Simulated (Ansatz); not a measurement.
**AlH₄ (doublet): wave-function methods side by side at distance Al1–H5 = 5.540 Å, 6-31G**

Aim: climb from Hartree-Fock through coupled cluster and multireference methods for AlH₄ (doublet) at one geometry and basis, and see what each rung misses.

Computed with Ansatz 0.2.0, Gaussian basis. Level: 6-31G, core rule «outside noble gas», up to 5 orbitals frozen.

The runs, in order: UHF; CCSD(T) on ROHF; CCSD(T) on UHF; BCCD(T) on ROHF; CISD; CCSDT(Q) on ROHF; CCSDT(Q) on UHF; CCSDTQ on ROHF; CCSDTQ on UHF; CASSCF and MRCISD+Q, 3 electrons in 3 orbitals; CASSCF and NEVPT2, 3 electrons in 3 orbitals; CASSCF and MRCISD+Q, 7 electrons in 8 orbitals; CASSCF and NEVPT2, 7 electrons in 8 orbitals; Full CI.

32 further runs of the same task are left out: 8 for a known fault of the program, 2 for a mislabelled method, 17 that didn't finish, 5 set aside as unsound or not needed.

### 1 What is computed

The geometry derives from a PBE0/def2-TZVP stationary point (not a proven minimum). One bond is set to the value named and the two fragments are kept rigid.

5 atoms, charge 0, spin multiplicity 2.

Atoms are counted from 1 here; the program's logs count them from 0.

Bond lengths: Al1–H4 1.595 Å, H2–H3 0.766 Å.

### 2 UHF

Contents of in.yaml:

```yaml
crystal:
  periodic: [false, false, false]
  atoms:
    - {symbol: Al, position_ang: [-0.123945, 0.111053, -0.127423]}
    - {symbol: H, position_ang: [0.384644, 0.112708, 1.991117]}
    - {symbol: H, position_ang: [-0.381144, 0.102000, 1.961734]}
    - {symbol: H, position_ang: [0.669223, 1.494216, -0.183452]}
    - {symbol: H, position_ang: [2.645147, -4.681689, -0.358408]}
basis:
  gaussian: {orbitals: 6-31G}
magnetization: {spin_polarized: true, initial_magnetization: 1}
hamiltonian: {xc: hf}
output: {orbitals: {seedname: orbitals}}
```

Run with:

```console
$ ansatz run in.yaml --threads 1 --pin off --events-out ev --progress --plain --max-ram 2393MiB
```

The runs that follow: CCSD(T) on ROHF; CCSD(T) on UHF; BCCD(T) on ROHF; CISD; CCSDT(Q) on ROHF; CCSDT(Q) on UHF; CCSDTQ on ROHF; CCSDTQ on UHF; CASSCF and MRCISD+Q, 3 electrons in 3 orbitals; CASSCF and NEVPT2, 3 electrons in 3 orbitals; CASSCF and MRCISD+Q, 7 electrons in 8 orbitals; CASSCF and NEVPT2, 7 electrons in 8 orbitals; Full CI.

Before running them: what should the planned runs give, taken together? Wanted: FCI below the RHF energy; RMP2 from FCI; UMP2 from FCI; RCCSD from FCI; RCCSD(T) from FCI; UCCSD(T) from FCI; RCCSDT(Q) from FCI; UCCSDT(Q) from FCI; NEVPT2 pair from FCI.

As calculated:

```
                         quantity                                                                                                                                               value
         FCI below the RHF energy                                                                                                                                          -1.9485 eV
                    RMP2 from FCI                                                                                                                                          +659.1 meV
                    UMP2 from FCI                                                                                                                                          +659.1 meV
                   RCCSD from FCI                                                                                                                                           +19.6 meV
                RCCSD(T) from FCI                                                                                                                                            +6.7 meV
                UCCSD(T) from FCI                                                                                                                                            +6.7 meV
               RCCSDT(Q) from FCI                                                                                                                                            +0.5 meV
               UCCSDT(Q) from FCI                                                                                                                                            +0.5 meV
             NEVPT2 pair from FCI                                                                                                                                          +534.4 meV
           MRCISD+Q pair from FCI                                                                                                                                           -28.8 meV
          NEVPT2 valence from FCI                                                                                                                                          +154.5 meV
levels within 1 kcal/mol (43 meV)  RCCSD, UCCSD, RCCSD(T), UCCSD(T), BCCD(T), RCCSDT, UCCSDT, RCCSDT(Q), UCCSDT(Q), RCCSDTQ, UCCSDTQ, MRCISD+Q pair, MRCISD valence, MRCISD+Q valence
                    T1 diagnostic                                                                                                                                               0.011
   effectively unpaired electrons                                                                                                                                                1.07
```

**Reading.** RCCSD(T) misses by +6.7 meV, 0.3 % of the correlation energy. MRCISD+Q pair falls below full CI: the +Q correction isn't variational, and the cores differ from full CI's. One determinant dominates. Of the multireference levels listed MRCISD+Q valence comes nearest in total energy (+9.3 meV), which doesn't show that its space is the better one. Coupled cluster took another determinant than the lowest Hartree-Fock one. These misses are within one basis, not against nature; the frozen cores of restricted and unrestricted runs differ, which can shift their rows.
